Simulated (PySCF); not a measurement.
From one molecule to another.

First species: C4H7OP.
Atom-mapped SMILES: `[O:1]=[P@H:2]1[CH:3]=[CH:4][CH2:5][CH2:6]1` (hydrogens: H7 on P2; H8 on C3; H9 on C4; H10, H11 on C5; H12, H13 on C6)

Geometry (GFN2-xTB, Å), atoms numbered from 1 in this order:
```xyz
13
C4H7OP angstrom
O      1.3882   -2.1802   -0.9547
P      0.8594   -1.1849   -0.0212
C      1.3594    0.5435   -0.1866
C      0.3142    1.3500   -0.0572
C     -1.0189    0.7216    0.2224
C     -0.9255   -0.7665   -0.1219
H      1.0951   -1.5023    1.3199
H      2.3698    0.8572   -0.3862
H      0.3718    2.4269   -0.1209
H     -1.8079    1.2191   -0.3457
H     -1.2497    0.8577    1.2830
H     -1.5491   -1.3937    0.5139
H     -1.2112   -0.9480   -1.1624
```

Second species: C4H7OP.
Structure used (GFN2-xTB), in Å, numbered top down from 1:
```xyz
13
C4H7OP angstrom
C     -2.271   -0.523   -0.361
C     -1.147   -0.568    0.336
P     -0.340    0.880    1.075
C      1.142    0.965   -0.048
C      1.967   -0.287   -0.137
O      1.414    2.000   -0.595
H     -2.767    0.408   -0.583
H     -2.743   -1.416   -0.737
H     -0.680   -1.516    0.574
H     -1.049    1.854    0.374
H      2.026   -0.765    0.840
H      2.963   -0.058   -0.510
H      1.481   -0.975   -0.829
```

Levels: wB97X-D/def2-SVPD for HOMO energy, LUMO energy, HOMO–LUMO gap and static isotropic polarisability; TDDFT wB97X-D/def2-SVPD for lowest singlet excitation; TDA wB97X-D/def2-SVPD for lowest triplet excitation (Tamm–Dancoff). Geometries: GFN2-xTB. Each species is one conformer at its optimised geometry, gas phase, non-relativistic unless stated; the electronic structure was computed with PySCF and density fitting.

Dipoles, sizes and rotational constants follow the conformer. The torsions of the flexible species, by atom-mapped SMILES:
- `[CH2:1]=[CH:2][PH:3][C:4]([CH3:5])=[O:6]`: C1–C2–P3–C4 -110°, C2–P3–C4–C5 -55°

The conformers of `O=[P@H]1C=CCC1` aren't listed.

Values for the first species:

* HOMO energy: -9.55 eV
* LUMO energy: 1.06 eV
* HOMO–LUMO gap: 10.61 eV
* Lowest singlet excitation: 6.05 eV
* Lowest triplet excitation (Tamm–Dancoff): 4.43 eV
* Static isotropic polarisability: 68.1 au

Q: Estimate the same properties for the second species, and the change in each.

A: 
| property | first | second | second less first |
| --- | --- | --- | --- |
| HOMO energy | -9.55 eV | -8.46 eV | +1.09 eV |
| LUMO energy | 1.06 eV | 0.86 eV | -0.20 eV |
| HOMO–LUMO gap | 10.61 eV | 9.32 eV | -1.29 eV |
| lowest singlet excitation | 6.05 eV | 3.96 eV | -2.09 eV |
| lowest triplet excitation (Tamm–Dancoff) | 4.43 eV | 3.40 eV | -1.03 eV |
| static isotropic polarisability | 68.1 au | 78.5 au | +10.4 au |

On the first: S1 lies 4.56 eV below the HOMO–LUMO gap; its leading configuration is HOMO→LUMO, weight 0.68. The 8 singlets span 6.05 to 8.10 eV, and their oscillator strengths add up to 0.30.

On the second: No computed singlet falls in the visible range (750 to 380 nm, 1.65 to 3.26 eV); S1 lies 0.70 eV above its blue end. The vertical singlet–triplet gap S1 − T1 is 0.56 eV (TDDFT singlet less Tamm–Dancoff triplet; S1: HOMO→LUMO, weight 0.77; T1: HOMO→LUMO, weight 0.80).
